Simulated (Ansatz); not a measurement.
Coupled-cluster run, `CC(C)C(C)Cl`.

```yaml
crystal:
  periodic: [false, false, false]
  atoms:
    - {symbol: C, position_ang: [0.462474, 1.728935, -0.715864]}
    - {symbol: C, position_ang: [-0.118056, 0.340294, -0.495533]}
    - {symbol: C, position_ang: [0.783476, -0.709341, -1.138415]}
    - {symbol: C, position_ang: [-0.322308, 0.036857, 0.986147]}
    - {symbol: C, position_ang: [-0.842763, -1.350603, 1.285416]}
    - {symbol: Cl, position_ang: [-1.477142, 1.227637, 1.701829]}
    - {symbol: H, position_ang: [-0.172279, 2.504645, -0.287790]}
    - {symbol: H, position_ang: [1.453014, 1.809159, -0.256324]}
    - {symbol: H, position_ang: [0.575805, 1.930079, -1.783424]}
    - {symbol: H, position_ang: [-1.104953, 0.290959, -0.972009]}
    - {symbol: H, position_ang: [0.335900, -1.703913, -1.136246]}
    - {symbol: H, position_ang: [0.985986, -0.440202, -2.177270]}
    - {symbol: H, position_ang: [1.746891, -0.768203, -0.621544]}
    - {symbol: H, position_ang: [0.614436, 0.212123, 1.522456]}
    - {symbol: H, position_ang: [-0.105188, -2.104329, 1.002395]}
    - {symbol: H, position_ang: [-1.767098, -1.543471, 0.735936]}
    - {symbol: H, position_ang: [-1.048194, -1.460635, 2.350228]}
basis:
  gaussian: {orbitals: def2-SVP}
correlation: {method: ccsd_t}
```

```sh
$ ansatz run in.yaml --threads 2 --pin off --events-out ev --progress --plain --max-ram 22528MiB --backend cuda --devices 0, --max-vram 18GiB
```

The program prints (abridged):

```
Functional definition: HF
1456 factors; integrals over basis functions are off by at most 1.6e-3 eV
mean field evaluation 1: about -17819.1828 eV, gradient 3.3e1 eV
mean field evaluation 2: about -17819.1905 eV, gradient 3.3e1 eV
mean field evaluation 4: about -17822.5292 eV, gradient 3.5e0 eV
mean field evaluation 8: about -17822.5701 eV, gradient 7.8e-5 eV
mean field -17822.57006671 eV, -654.9673693798 hartree, gradient 1.2e-6 eV, S^2 0.000000; 0 other end points of the search recorded, 0 dependent functions left out
10 core orbitals not correlated: weight in the atoms' cores, before any rotation towards them, 1.000 or more for the frozen orbitals, at most 0.000 for the correlated occupied ones
reference -17822.57006671 eV, -654.9673693798 hartree; 19, 19 occupied and 114, 114 virtual orbitals, 1456 factors
second order -23.48738059 eV of doubles, -0.00000000 eV of singles
cycle   1  -24.89443398 eV  change    -1.4e0 eV  update   9.4e-2
cycle   2  -25.50984382 eV  change   -6.2e-1 eV  update   2.7e-2
cycle   3  -25.59979274 eV  change   -9.0e-2 eV  update   9.7e-3
cycle   4  -25.60201313 eV  change   -2.2e-3 eV  update   2.4e-3
cycle   5  -25.60300215 eV  change   -9.9e-4 eV  update   6.7e-4
cycle   6  -25.60304113 eV  change   -3.9e-5 eV  update   1.8e-4
cycle   7  -25.60303089 eV  change    1.0e-5 eV  update   5.3e-5
cycle   8  -25.60304324 eV  change   -1.2e-5 eV  update   1.9e-5
perturbative correction -0.75115734 eV, -0.0276045231 hartree
Total energy: -17848.92426729 eV, -655.9358683877 hartree
```

Hardware: 2 threads of an AMD EPYC 7R13 on a shared host and a share of an NVIDIA H100 80 GB. Wall time 3.1 s, peak host memory 0.82 GiB.

Correlation energy per correlated electron: -0.694 eV. T1 diagnostic: 0.0075.
